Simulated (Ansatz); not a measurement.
```yaml
crystal:
  periodic: [false, false, false]
  atoms:
    - {symbol: Xx, position_ang: [0.863175, 0.007822, 0.685922]}
    - {symbol: Si, position_ang: [-0.352025, 1.423420, -0.459361]}
    - {symbol: Si, position_ang: [-0.511150, -1.431242, -0.226560]}
basis:
  gaussian: {orbitals: def2-mTZVPP}
hamiltonian: {xc: {name: HF}}
correlation: {method: rpa, electrons: all}
scf: {omitted_lower_state_checks: [starts]}
```

```sh
$ ansatz run in.yaml --threads 2 --pin off --events-out ev --progress --plain --max-ram 4352MiB
```

It prints (some lines left out):

```
Error: YAML parse error: error: line 4 column 16: `Xx` is not an element symbol (H … Og, case-exact)
 --> <input>:4:16
2 |   periodic: [false, false, false]
3 |   atoms:
4 |     - {symbol: Xx, position_ang: [0.863175, 0.007822, 0.685922]}
5 |     - {symbol: Si, position_ang: [-0.352025, 1.423420, -0.459361]}
6 |     - {symbol: Si, position_ang: [-0.511150, -1.431242, -0.226560]}
```

Q: Something in this input is off. What?

A: An element symbol is wrong. The input was rejected before any iteration.
